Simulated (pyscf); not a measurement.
Elementary routes open to H₂P–InH₂ (SMILES [PH2][InH2]) in the gas phase (singlet surface):
A. H₂P–In (SMILES [PH2][In]) [singlet] + H₂ (SMILES [H][H]) (H–In, H–In broken; H–H formed)
B. PH₃ (SMILES P) + InH (SMILES [InH]) [singlet] (In–P, H–In broken; H–P formed)
C. HP=InH (SMILES [PH]=[InH]) + H₂ (SMILES [H][H]) (H–P, H–In broken; H–H formed)

Single points on ωB97X-D3(BJ)/def2-SVP structures (PySCF, gas phase).

### Question
Rank the routes by free-energy barrier at 1200 K, lowest first, for ωB97M-D3(BJ)/def2-TZVP energies (ideal gas, 1 atm, RRHO with modes under 100 cm⁻¹ raised to 100, one conformer, R ln 2 for chiral ones without a mode under 150 cm⁻¹).

### Answer
B (2.26 eV), A (2.36 eV), C (2.62 eV)

Route B is the fastest of these, ahead of the next by 0.09 eV. The most stable products are those of A (ΔG = -1.43 eV), whose barrier is 0.09 eV higher: the kinetic and the thermodynamic product differ. At 298 K B is still the fastest. B: On the product side the descent ends in an adduct with a In–P contact, 0.40 eV under the separated species and 1.99 eV under the saddle at ωB97X-D3(BJ)/def2-TZVP. Only these routes are compared; each barrier is that of the saddle found, and lower ones may exist. Elements past Kr carry the def2 core potentials, without spin-orbit coupling.
